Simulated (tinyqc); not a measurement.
The integration grid: Kohn-Sham PBE on finer and finer grids in the sto-3g basis, for CH+, spin multiplicity 1. Computed by the program tinyqc with PySCF. 

Geometry (angstrom):
```
atom,x,y,z
C,0.0000,0.0000,0.0000
H,0.0000,0.0000,1.2270
```

Self-consistent on each grid; the net force on the molecule should vanish.

Kohn-Sham energy on Becke grids (radial x angular points per atom):
```
grid,points,residual of the electron count,E (hartree),E - finest (mhartree),largest net force without grid terms (hartree/bohr)
10 x 14,273,-9.40e-03,-37.53047,38.91991,1.13e-02
15 x 26,771,9.42e-03,-37.57298,-3.59313,8.71e-03
20 x 50,1987,-9.25e-05,-37.56940,-0.01067,3.51e-03
30 x 86,5140,-1.13e-04,-37.56936,0.03360,4.75e-04
50 x 194,19367,6.92e-07,-37.56939,-0.00029,1.76e-05
75 x 302,45250,-3.91e-09,-37.56939,-3.79e-05,3.41e-07
120 x 590,141412,2.02e-10,-37.56939,0.00000,8.54e-08
```

The energy is within 0.1 mhartree of the finest grid first at 20 x 50. The error has both signs, since quadrature is not variational. The electron count and the net force are cheap signs of a poor grid.
